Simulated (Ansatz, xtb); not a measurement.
Two isomers of C5H8S

Structure X: `C=C(C)/C=C/S`, a singlet. Structure Y: `C=C/C=C(/C)S`, a singlet. Both are isolated molecules in the gas phase, relaxed with PBE0-D3(BJ)/def2-SVP; the shapes shown needn't be the lowest conformers.

X (Å):

```xyz
14

C     0.5140    1.7447   -1.2521
C    -0.5819    0.9635   -1.2863
C    -1.9303    1.5211   -1.6369
C    -0.4707   -0.4590   -0.9777
C    -1.4957   -1.3306   -0.9807
S    -1.3037   -3.0312   -0.5976
H     0.4602    2.8124   -1.4783
H     1.4946    1.3346   -0.9959
H    -2.3485    1.0215   -2.5261
H    -1.8727    2.5974   -1.8469
H    -2.6487    1.3716   -0.8142
H     0.5334   -0.8202   -0.7278
H    -2.5109   -1.0083   -1.2251
H    -2.5946   -3.3773   -0.7711
```

Y (Å):

```xyz
14

C    -2.7763    0.8293   -3.2129
C    -2.0147    0.0728   -2.4066
C    -1.1493    0.5981   -1.3727
C    -0.4087   -0.0871   -0.4722
C     0.4875    0.5984    0.5131
S    -0.3445   -1.8412   -0.2838
H    -2.7947    1.9195   -3.1197
H    -3.4019    0.3834   -3.9891
H    -2.0317   -1.0133   -2.5540
H    -1.0806    1.6904   -1.3148
H     0.4785    1.6852    0.3543
H     0.1729    0.3894    1.5486
H     1.5274    0.2448    0.4146
H    -1.3896   -2.1656   -1.0706
```

Quicker runs give these differences E(Y) − E(X): GFN2-xTB −0.16 kJ/mol; HF/STO-3G +5.81 kJ/mol (at GFN2-xTB geometries); r2SCAN-D4/def2-SVP −1.63 kJ/mol (at GFN2-xTB geometries).

Question: Estimate which is lower in electronic energy at CCSD(T)/def2-SVP + ΔMP2/def2-TZVPP, and by roughly how much.

Answer: CCSD(T)/def2-SVP + ΔMP2/def2-TZVPP gives E(Y) − E(X) = +0.72 kJ/mol, slightly favouring structure X, which is too small a margin to settle the true order.

The same difference at several levels:

| level | geometry | E(Y) − E(X) (kJ/mol) | departure from the last row (kJ/mol) | job, with rough time for the two |
| --- | --- | --- | --- | --- |
| GFN2-xTB | GFN2-xTB | −0.16 | −0.87 | optimisation, 0.14 s |
| HF/STO-3G | GFN2-xTB | +5.81 | +5.10 | single point, 0.4 s |
| r2SCAN-D4/def2-SVP | GFN2-xTB | −1.63 | −2.35 | single point, 5.6 s |
| PBE0-D3(BJ)/def2-SVP | PBE0-D3(BJ)/def2-SVP | −1.80 | −2.52 | optimisation, 69 s |
| HF/def2-SVP | PBE0-D3(BJ)/def2-SVP | +2.35 | +1.63 | part of the CCSD(T) run |
| MP2/def2-SVP | PBE0-D3(BJ)/def2-SVP | −2.48 | −3.20 | part of the CCSD(T) run |
| CCSD(T)/def2-SVP | PBE0-D3(BJ)/def2-SVP | −0.83 | −1.55 | single point |
| CCSD(T)/def2-SVP + ΔMP2/def2-TZVPP | PBE0-D3(BJ)/def2-SVP | +0.72 |  | single point, 82 s |

As drawn, both hold the same kinds of bond in the same numbers.

The largest departure from CCSD(T)/def2-SVP + ΔMP2/def2-TZVPP is that of HF/STO-3G, 5.10 kJ/mol. The last row adds to CCSD(T) the change of the MP2 difference between the two basis sets, here +1.55 kJ/mol.

With thermal terms from frequencies at re-optimised GFN2-xTB minima (ideal gas, soft modes damped towards free rotors, one conformer each, 298.15 K, 1 atm): on the last row, ΔE + ΔZPE = −0.35, ΔH = +0.03, ΔG = −1.25 kJ/mol.

The correlated steps freeze 10 core orbitals. Programs: Ansatz 0.2.0, xtb 6.7.1; the last row on 2 threads of Arm Neoverse V2 on a shared host.
